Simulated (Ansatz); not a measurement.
Multireference treatment of C4H4, singlet

Program: Ansatz, Gaussian basis, development build. Basis cc-pVDZ, nonrelativistic, 4 orbitals frozen in the corrections. State-specific CASSCF; RHF is the lowest restricted (open-shell) Hartree–Fock solution met. Single-reference values can break down or jump between states where bonds are stretched. No symmetry is imposed, so a solution can break that of the shape. No proof that the lowest CASSCF solution was found.

Geometry:

```xyz
8

C     0.0000    0.6750    0.7820
C     0.0000   -0.6750    0.7820
C     0.0000   -0.6750   -0.7820
C     0.0000    0.6750   -0.7820
H     0.0000    1.4370    1.5440
H     0.0000   -1.4370    1.5440
H     0.0000   -1.4370   -1.5440
H     0.0000    1.4370   -1.5440
```

Task: What do CASSCF and its corrections give against RHF in CAS(4,4), and what are the occupations?

Result: CASSCF -1.850 eV, SC-NEVPT2 -14.466 eV; occupations 1.92, 1.82, 0.18, 0.08.

Task: How do single-reference totals in the same basis and frozen core stand against SC-NEVPT2 in CAS(4,4)?

Result: CCSD(T) -1.505 eV, CCSDT -1.534 eV. Coupled cluster stands on the determinant that it favours, which can lie over the RHF solution above, and is in doubt where the occupations are far from 0, 1 and 2.

Task: Roughly how much CPU time does a whole run from the default start take (median of such runs, summed over threads; nearly all runs on one pinned thread of a shared server, mostly Xeon at 2.3 to 2.6 GHz, by a development driver)?

Result: CAS(4,4): about 7.7 s. Other jobs ran beside these, and the count of passes differs.
